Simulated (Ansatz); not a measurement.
```yaml
crystal:
  periodic: [false, false, false]
  atoms:
    - {symbol: Ga, position_ang: [-1.871983, -0.486740, -0.002172]}
    - {symbol: N, position_ang: [-0.000172, -0.022203, 0.001199]}
    - {symbol: Ga, position_ang: [1.868318, -0.498284, -0.001094]}
    - {symbol: H, position_ang: [0.003837, 1.007227, 0.002067]}
basis:
  gaussian: {orbitals: def2-TZVP}
hamiltonian: {xc: pbe0}
relax: {f_tol: 0.004, max_steps: 80}
```

```sh
$ ansatz run in.yaml --threads 1 --pin off --events-out ev --progress --plain --max-ram 2176MiB
```

Steps of the relaxation (energy above the last step; positions in Å, forces in eV/Å):

```
4
step 1, 67.2 meV
Ga   -1.872   -0.487   -0.002    0.670    0.017    0.001
N     0.000   -0.022    0.001   -0.003    0.022   -0.003
Ga    1.868   -0.498   -0.001   -0.664    0.019    0.001
H     0.004    1.007    0.002   -0.003   -0.058    0.001
```

```
4
step 2, 30.8 meV
Ga   -1.836   -0.509   -0.002    0.325   -0.037    0.000
N     0.000    0.000    0.001   -0.001    0.137   -0.001
Ga    1.833   -0.520   -0.001   -0.323   -0.036    0.000
H     0.004    1.028    0.002   -0.002   -0.064    0.000
```

```
4
step 3, 3.9 meV
Ga   -1.782   -0.562   -0.003    0.001   -0.054    0.001
N     0.000    0.055    0.002    0.002    0.147   -0.003
Ga    1.778   -0.573   -0.002   -0.003   -0.053    0.001
H     0.003    1.080    0.002    0.000   -0.040    0.001
```

```
4
step 6, 0.0 meV
Ga   -1.757   -0.596   -0.002    0.000    0.000    0.000
N     0.000    0.091    0.000    0.000    0.000    0.000
Ga    1.753   -0.608   -0.001    0.000    0.000    0.000
H     0.004    1.113    0.003    0.000    0.000    0.000
```

Close pairs at the end: N2–H4 1.022 Å, N2–Ga3 1.886 Å, Ga1–N2 1.886 Å.

A stationary point of restricted PBE0 after 6 steps (its stability towards spin polarisation wasn't tested); no frequencies were run, so it isn't proven a minimum. 40 s on 1 thread of Intel Xeon Platinum 8488C, shared host.
